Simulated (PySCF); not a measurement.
# Si2PH7 (SMILES [SiH3]P[SiH3]): levels of theory compared

Aim: a comparison of 6 runs (HF/STO-3G, HF/3-21G, B3LYP/6-31G*, B2PLYP/def2-SVP, PBE0/def2-SVP, PBE0/6-311G**) of Si2PH7. 

The results are computed with PySCF 2.14.0.

### 1 The molecule

Si2PH7 has 10 atoms, charge 0, and is taken as a singlet. As SMILES, `[SiH3]P[SiH3]`. The shape is that of a PBE0-D4/def2-TZVP optimisation.

Bond lengths: Si1–P2 2.250 Å, P2–Si3 2.250 Å, Si1–H4 1.486 Å, Si1–H5 1.487 Å, Si1–H6 1.486 Å, P2–H7 1.422 Å, Si3–H8 1.486 Å, Si3–H9 1.486 Å, Si3–H10 1.487 Å. Some angles: Si1–P2–Si3 95.8°, Si1–P2–H7 94.6°, Si3–P2–H7 94.6°, P2–Si1–H4 108.7°, P2–Si1–H5 113.6°, P2–Si1–H6 107.4°, P2–Si3–H8 108.7°, P2–Si3–H9 107.4°, P2–Si3–H10 113.6°, H4–Si1–H5 109.0°.

### 2 Energy and forces at HF/STO-3G (run 1)

File input.py:

```python
# [SiH3]P[SiH3]
import pyscf.grad
from pyscf import gto, scf

molecule = gto.M(
    atom='''
Si    -2.444550     1.396508    -1.459247
P     -0.908769    -2.431889    -0.428779
Si     2.302820    -0.978311     1.948308
H     -4.355063     1.084703    -3.493726
H     -0.472998     3.203086    -2.324552
H     -3.696304     2.442660     0.826755
H      0.569374    -2.678120    -2.660167
H      4.033053    -3.112379     2.529965
H      1.203000    -0.005858     4.342591
H      3.769626     1.079978     0.718663
''',
    unit='bohr',
    verbose=4,
    max_memory=1860,
    basis='sto-3g',
)

calc0 = scf.RHF(molecule)
calc0.conv_tol = 1e-10
calc0.kernel()
if not calc0.converged:
    calc0 = calc0.newton().run(calc0.mo_coeff, calc0.mo_occ)

energy = calc0.e_tot
print('E = %.10f Eh' % energy)
grad = calc0.Gradients().kernel()
calc0.analyze()
```

Run with:

```
$ OMP_NUM_THREADS=1 python input.py
```

The log of the run:

```text
PySCF version 2.14.0

[... 60 lines left out ...]
converged SCF energy = -912.20393432284
[... 17 lines left out ...]
Two-electron Coulomb Energy =          624.035435811244042
[... 6 lines left out ...]
MO #4   energy= -7.20624676913053  occ= 2
[... 4 lines left out ...]
MO #9   energy= -5.02672677876154  occ= 2
[... 4 lines left out ...]
MO #14  energy= -3.97415231043761  occ= 2
[... 4 lines left out ...]
MO #19  energy= -0.451772496327784 occ= 2
[... 4 lines left out ...]
MO #24  energy= -0.315752344150667 occ= 2
[... 4 lines left out ...]
MO #29  energy= 0.518384733111889  occ= 0
[... 4 lines left out ...]
MO #34  energy= 0.592430678043926  occ= 0
[... 47 lines left out ...]
Dipole moment(X, Y, Z, Debye):  0.39826,  0.35745, -0.30543
```

Wall time 1.4 s (1 thread of Arm Neoverse V2, shared host); peak memory 0.12 GiB.

### 3 Energy and forces at HF/3-21G (run 2)

File calc.py:

```python
import pyscf.grad
from pyscf import gto

mol = gto.M(
    atom='''
Si    -1.293600     0.739000    -0.772200
P     -0.480900    -1.286900    -0.226900
Si     1.218600    -0.517700     1.031000
H     -2.304600     0.574000    -1.848800
H     -0.250300     1.695000    -1.230100
H     -1.956000     1.292600     0.437500
H      0.301300    -1.417200    -1.407700
H      2.134200    -1.647000     1.338800
H      0.636600    -0.003100     2.298000
H      1.994800     0.571500     0.380300
''',
    max_memory=1860,
    verbose=3,
    spin=0,
    basis='3-21g',
)

mf = mol.RHF()
mf.conv_tol = 1e-10
mf.kernel()
if not mf.converged:
    mf = mf.newton().run(mf.mo_coeff, mf.mo_occ)

e_tot = mf.e_tot
print(f'total energy: {e_tot:.8f} hartree')
grad = mf.Gradients().kernel()
mf.analyze()
```

Run with:

```
$ OMP_NUM_THREADS=1 python calc.py
```

The log of the run:

```text
converged SCF energy = -917.82307531579
[... 13 lines left out ...]
MO #4   energy= -7.45539250486507  occ= 2
[... 6 lines left out ...]
MO #11  energy= -4.22159812359264  occ= 2
[... 6 lines left out ...]
MO #18  energy= -0.703217099059726 occ= 2
[... 6 lines left out ...]
MO #25  energy= -0.363086534066481 occ= 2
[... 6 lines left out ...]
MO #32  energy= 0.238528710358916  occ= 0
[... 6 lines left out ...]
MO #39  energy= 0.484348457516217  occ= 0
[... 6 lines left out ...]
MO #46  energy= 0.966212140048996  occ= 0
[... 6 lines left out ...]
MO #53  energy= 1.39842750085593   occ= 0
[... 11 lines left out ...]
Dipole moment(X, Y, Z, Debye):  0.89087,  1.24379, -0.37405
```

Wall time 1.5 s (1 thread of Arm Neoverse V2, shared host); peak memory 0.13 GiB.

Runs 3 to 5 aren't shown in full; the table further down has their settings and results.

### 4 Energy and gradient at PBE0/6-311G(d,p) (run 6)

File start.xyz:

```xyz
10
H7PSi2
Si    -1.293600     0.739000    -0.772200
P     -0.480900    -1.286900    -0.226900
Si     1.218600    -0.517700     1.031000
H     -2.304600     0.574000    -1.848800
H     -0.250300     1.695000    -1.230100
H     -1.956000     1.292600     0.437500
H      0.301300    -1.417200    -1.407700
H      2.134200    -1.647000     1.338800
H      0.636600    -0.003100     2.298000
H      1.994800     0.571500     0.380300
```

File run.py:

```python
import pyscf.grad
from pyscf import gto, dft

system = gto.M(
    atom='start.xyz',
    verbose=3,
    basis='6-311g**',
    max_memory=1860,
    charge=0,
)

mf = dft.RKS(system, xc='pbe0')
mf.grids.level = 5
mf.conv_tol = 1e-10
mf.kernel()
if not mf.converged:
    mf = mf.newton().run(mf.mo_coeff, mf.mo_occ)

e_final = mf.e_tot
print('E = %.10f Eh' % e_final)
grad = mf.Gradients().kernel()
dip = mf.dip_moment()
pop, q = mf.mulliken_pop()
```

Run with:

```
$ OMP_NUM_THREADS=1 python run.py
```

The log of the run:

```text
converged SCF energy = -924.180361901754
[... 9 lines left out ...]
Dipole moment(X, Y, Z, Debye):  0.56660,  0.59702, -0.37307
[... 131 lines left out ...]
charge of    9H =     -0.09187
```

Run time: 38 s. Hardware: 1 thread of Arm Neoverse V2, shared host; peak memory 1.2 GiB.

### 5 All runs side by side

```
run                               level  integration grid      task  energy (Eh)  dipole moment (D)  HOMO energy (eV)  LUMO energy (eV)  wall time
  1                           HF/STO-3G                 –  gradient  -912.203934               0.62             -6.97             10.60      1.4 s
  2                            HF/3-21G                 –  gradient  -917.823075               1.57             -9.88              3.14      1.5 s
  3  B3LYP/6-31G* (spherical functions)                 5  gradient  -924.543861               0.88             -7.15             -0.02       22 s
  4                     B2PLYP/def2-SVP                 5    energy  -923.843787               0.77             -8.34              1.62       17 s
  5                       PBE0/def2-SVP                 5  gradient  -923.870697               0.83             -7.49              0.28       28 s
  6                       PBE0/6-311G**                 5  gradient  -924.180362               0.90             -7.50             -0.06       38 s
```

### 6 Outcome

| quantity | value |
| --- | --- |
| run 6: total energy | -924.18036 Eh |
| run 6: dipole moment | 0.90 D |
| run 6: HOMO energy | -7.50 eV |
| run 6: LUMO energy | -0.06 eV |
| run 6: HOMO–LUMO gap | 7.44 eV |
| run 6: largest force on an atom | 0.113 eV/Å |

The dipole moment (its size) runs from 0.62 D (HF/STO-3G) to 1.57 D (HF/3-21G). The HOMO–LUMO gap runs from 7.14 eV (B3LYP/6-31G*) to 17.57 eV (HF/STO-3G). The two ends differ in method and basis. Totals of different functionals can't be ranked against each other. In run 1 the basis is minimal, so the values are rough. All runs together took 1.8 min, the longest 38 s.
